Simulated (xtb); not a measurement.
xtb input (GFN1-xTB):

```bash
xtb mol.xyz --gfn 1 --sp --chrg -1 --uhf 0
```
mol.xyz:
```
8

O      0.32344914     1.28933772     0.33469062
C     -0.06628347     0.13205167     0.02906921
N      0.99352240    -0.76892505    -0.43544358
C     -1.34549177    -0.39777089     0.05614525
H      0.80714627    -1.72470693    -0.15261941
H     -1.55170757    -1.39883087    -0.30543238
H     -2.18037315     0.23739520     0.32008866
H      1.85333598    -0.45176843    -0.00274350
```

Output:

```
           -------------------------------------------------
          |                Calculation Setup                |
           -------------------------------------------------

           -------------------------------------------------
          |                 G F N 1 - x T B                 |
           -------------------------------------------------

        Reference                      10.1021/acs.jctc.7b00118
      * Hamiltonian:
        H0-scaling (s, p, d)           1.850000    2.250000    2.000000
        zeta-weighting                 0.000000
      * Dispersion:
        s8                             2.400000
        a1                             0.630000
        a2                             5.000000
        s9                             0.000000
      * Repulsion:
        kExp                           1.500000
        rExp                           1.000000
      * Coulomb:
        alpha                          2.000000
        third order                    atomic
        anisotropic                    false
      * Halogen bond correction:
        rad-scale                      1.300000
        damping                        0.440000

          ...................................................
          :                      SETUP                      :
          :.................................................:
          :  # basis functions                  24          :
          :  # atomic orbitals                  24          :
          :  # shells                           16          :
          :  # electrons                        24          :
          :  # halogen bonds                     0          :
          :  max. iterations                   250          :
          :  Hamiltonian                  GFN1-xTB          :
          :  restarted?                      false          :
          :  GBSA solvation                  false          :
          :  PC potential                    false          :
          :  electronic temp.          300.0000000     K    :
          :  accuracy                    1.0000000          :
          :  -> integral cutoff          0.2500000E+02      :
          :  -> integral neglect         0.1000000E-07      :
          :  -> SCF convergence          0.1000000E-05 Eh   :
          :  -> wf. convergence          0.2000000E-04 e    :
          :  Broyden damping             0.4000000          :
          :  net charge                         -1          :
          :  unpaired electrons                  0          :
          ...................................................

 iter      E             dE          RMSdq      gap      omega  full diag
   1    -14.5515855 -0.145516E+02  0.895E+00    6.02       0.0  T
   2    -14.6251671 -0.735816E-01  0.512E+00    4.99       1.0  T
   3    -14.6250499  0.117127E-03  0.175E+00    5.27       1.0  T
   4    -14.6274387 -0.238882E-02  0.995E-02    5.08       1.0  T
   5    -14.6275066 -0.678181E-04  0.357E-02    5.11       1.0  T
   6    -14.6275087 -0.217731E-05  0.137E-02    5.11       2.6  T
   7    -14.6275088 -0.557343E-07  0.115E-03    5.11      30.9  T
   8    -14.6275088 -0.624390E-08  0.377E-04    5.11      93.9  T
   9    -14.6275088 -0.129870E-08  0.126E-04    5.11     281.1  T
  10    -14.6275088 -0.944045E-10  0.155E-05    5.11    2277.3  T

   *** convergence criteria satisfied after 10 iterations ***

         #    Occupation            Energy/Eh            Energy/eV
      -------------------------------------------------------------
         1        2.0000           -0.5447246             -14.8227
       ...           ...                  ...                  ...
         6        2.0000           -0.3150214              -8.5722
         7        2.0000           -0.2891701              -7.8687
         8        2.0000           -0.2707313              -7.3670
         9        2.0000           -0.2600892              -7.0774
        10        2.0000           -0.2114671              -5.7543
        11        2.0000           -0.1761281              -4.7927
        12        2.0000           -0.1317987              -3.5864 (HOMO)
        13                          0.0559067               1.5213 (LUMO)
        14                          0.0852089               2.3187
        15                          0.1216213               3.3095
        16                          0.1446532               3.9362
        17                          0.1756832               4.7806
       ...                                ...                  ...
        24                          0.8833722              24.0378
      -------------------------------------------------------------
                  HL-Gap            0.1877055 Eh            5.1077 eV
             Fermi-level           -0.0379460 Eh           -1.0326 eV

 SCC (total)                   0 d,  0 h,  0 min,  0.011 sec
 SCC setup                      ...        0 min,  0.000 sec (  2.018%)
 Dispersion                     ...        0 min,  0.000 sec (  0.834%)
 classical contributions        ...        0 min,  0.000 sec (  0.410%)
 integral evaluation            ...        0 min,  0.002 sec ( 22.453%)
 iterations                     ...        0 min,  0.003 sec ( 30.170%)
 molecular gradient             ...        0 min,  0.004 sec ( 40.477%)
 printout                       ...        0 min,  0.000 sec (  3.336%)

         :::::::::::::::::::::::::::::::::::::::::::::::::::::
         ::                     SUMMARY                     ::
         :::::::::::::::::::::::::::::::::::::::::::::::::::::
         :: total energy             -14.489354613357 Eh    ::
         :: gradient norm              0.019311959759 Eh/a0 ::
         :: HOMO-LUMO gap              5.107725368745 eV    ::
         ::.................................................::
         :: SCC energy               -14.627508801088 Eh    ::
         :: -> electrostatic           0.219479076348 Eh    ::
         :: repulsion energy           0.140048571520 Eh    ::
         :: dispersion energy         -0.001894383789 Eh    ::
         :: halogen bond corr.         0.000000000000 Eh    ::
         :: add. restraining           0.000000000000 Eh    ::
         :: total charge              -1.000000000000 e     ::
         :::::::::::::::::::::::::::::::::::::::::::::::::::::

           -------------------------------------------------
          |                Property Printout                |
           -------------------------------------------------

    * Orbital Energies and Occupations

         #    Occupation            Energy/Eh            Energy/eV
      -------------------------------------------------------------
         1        2.0000           -0.5447246             -14.8227
         2        2.0000           -0.4870031             -13.2520
         3        2.0000           -0.3929665             -10.6932
         4        2.0000           -0.3545109              -9.6467
         5        2.0000           -0.3401346              -9.2555
         6        2.0000           -0.3150214              -8.5722
         7        2.0000           -0.2891701              -7.8687
         8        2.0000           -0.2707313              -7.3670
         9        2.0000           -0.2600892              -7.0774
        10        2.0000           -0.2114671              -5.7543
        11        2.0000           -0.1761281              -4.7927
        12        2.0000           -0.1317987              -3.5864 (HOMO)
        13                          0.0559067               1.5213 (LUMO)
        14                          0.0852089               2.3187
        15                          0.1216213               3.3095
        16                          0.1446532               3.9362
Note: The following floating-point exceptions are signalling: IEEE_DENORMAL
normal termination of xtb
        17                          0.1756832               4.7806
        18                          0.3141184               8.5476
        19                          0.4635948              12.6151
        20                          0.5004444              13.6178
        21                          0.5725243              15.5792
        22                          0.6656824              18.1141
        23                          0.7416385              20.1810
        24                          0.8833722              24.0378
      -------------------------------------------------------------
                  HL-Gap            0.1877055 Eh            5.1077 eV
             Fermi-level           -0.0379460 Eh           -1.0326 eV

  Mulliken/CM5 charges         n(s)   n(p)   n(d)
     1O    -0.72945 -0.76944   1.751  4.978  0.000
     2C     0.42815  0.49897   0.990  2.581  0.000
     3N    -0.53550 -0.96631   1.467  4.068  0.000
     4C    -0.43850 -0.53017   1.007  3.431  0.000
     5H     0.15072  0.33899   0.849  0.000  0.000
     6H    -0.02792  0.02778   1.028  0.000  0.000
     7H    -0.01082  0.04418   1.011  0.000  0.000
     8H     0.16332  0.35599   0.837  0.000  0.000

Wiberg/Mayer (AO) data.
largest (>0.10) Wiberg bond orders for each atom

 ---------------------------------------------------------------------------
     #   Z sym  total        # sym  WBO       # sym  WBO       # sym  WBO
 ---------------------------------------------------------------------------
     1   8 O    1.727 --     2 C    1.422     4 C    0.188
     2   6 C    3.909 --     4 C    1.535     1 O    1.422     3 N    0.942
     3   7 N    2.991 --     5 H    0.969     8 H    0.961     2 C    0.942
     4   6 C    3.747 --     2 C    1.535     6 H    0.985     7 H    0.983
                             1 O    0.188
     5   1 H    0.999 --     3 N    0.969
     6   1 H    1.005 --     4 C    0.985
     7   1 H    1.011 --     4 C    0.983
     8   1 H    1.005 --     3 N    0.961
 ---------------------------------------------------------------------------

Topologies differ in total number of bonds
Writing topology from bond orders to xtbtopo.mol

 dipole moment from electron density (au)
     X       Y       Z
   0.5958  -1.5618   0.1229  total (Debye):    4.260

           -------------------------------------------------
          | TOTAL ENERGY              -14.489354613357 Eh   |
          | GRADIENT NORM               0.019311959759 Eh/α |
          | HOMO-LUMO GAP               5.107725368745 eV   |
           -------------------------------------------------

------------------------------------------------------------------------
------------------------------------------------------------------------
 total:
 SCF:
```

It need not be the lowest isomer of its formula. Whether it binds its extra electron was not tested at this geometry.
